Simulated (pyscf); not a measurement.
# Concerted two-bond exchange: `[OH][Si]([F])[F]` [doublet] + `[H][H]` → `[OH][SiH][F]` [doublet] + `[FH]`

Gas phase, doublet surface, charge 0. Bonds broken: Si2–F7, H5–H6. Bonds formed: Si2–H6, H5–F7. Single points on ωB97X-D3(BJ)/def2-SVP structures (PySCF, gas phase).

Transition state (Å):

```xyz
7

O     -1.3981     0.9517    -0.6353
Si    -0.4452    -0.3285    -0.2104
F      0.1125    -0.3186     1.3184
H     -2.2736     1.0000    -0.2287
H     -1.3941    -1.9769    -0.3296
H     -0.5114    -1.9099    -0.9134
F     -2.0030    -1.3322     0.3894
```

One imaginary mode, 1064i cm⁻¹; descent along it reached the two sides named.

```
bond    change  reactant side (Å)  saddle  product side
------  ------  -----------------  ------  ------------
Si2–F7  breaks              1.627   1.948           3.2
H5–H6   breaks              0.760   1.060         2.528
Si2–H6   forms                3.9   1.732         1.509
H5–F7    forms              2.483   1.142         0.927
```

Electronic energies relative to the separated reactants (eV):

```
level                   barrier  reaction energy  reverse barrier
----------------------  -------  ---------------  ---------------
ωB97X-D3(BJ)/def2-TZVP     2.35            +1.31             1.05
PBE/def2-TZVP              2.01            +1.29             0.73
r²SCAN/def2-TZVP           2.21            +1.43             0.78
B3LYP-D3(BJ)/def2-TZVP     2.32            +1.33             0.99
PBE0-D3(BJ)/def2-TZVP      2.17            +1.25             0.92
M06-2X/def2-TZVP           2.48            +1.43             1.04
ωB97M-D3(BJ)/def2-TZVP     2.30            +1.31             0.99
HF/def2-TZVP               3.14            +1.29             1.85
```

With ωB97M-D3(BJ)/def2-TZVP energies and thermal terms (ideal gas, 1 atm, RRHO with modes under 100 cm⁻¹ raised to 100, one conformer, R ln 2 for chiral ones without a mode under 150 cm⁻¹), in eV:

```
T (K)   ΔH‡   ΔG‡     ΔH     ΔG
-----  ----  ----  -----  -----
298    2.31  2.68  +1.41  +1.35
600    2.27  3.07  +1.39  +1.30
900    2.26  3.48  +1.37  +1.26
1200   2.27  3.88  +1.35  +1.23
```

This saddle turned up in a search for another step; its sides and bond changes are read from the two ends of the descent. One saddle was located; it need not be the lowest between these sides.
